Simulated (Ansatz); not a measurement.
Rutile MnO₂, treated with RPBE (Ansatz, a quantum-chemistry and plane-wave program, plane waves, PAW).

Settings: plane-wave cutoff 520 eV, 8×8×12 k mesh (along the axes of the cell as run), Fermi–Dirac smearing 0.01 eV, spin-polarised with opposed moments, scalar-relativistic PAW data made under PBE.

Properties against volume:

Shape and atoms are relaxed at each volume.

```csv
V (Å³/atom),P (GPa),c (Å),a (Å)
9.255,9.21,2.868,4.400
9.447,4.33,2.884,4.433
9.640,-0.01,2.899,4.467
9.833,-3.86,2.914,4.500
10.026,-7.25,2.927,4.534
```

Note: the gap of the solid is closed in this run; the collinear magnetic order is the start's and need not be the measured one; this level leaves the solid without a gap, although one is measured; the bulk modulus comes from volumes at which shape and atoms were relaxed.
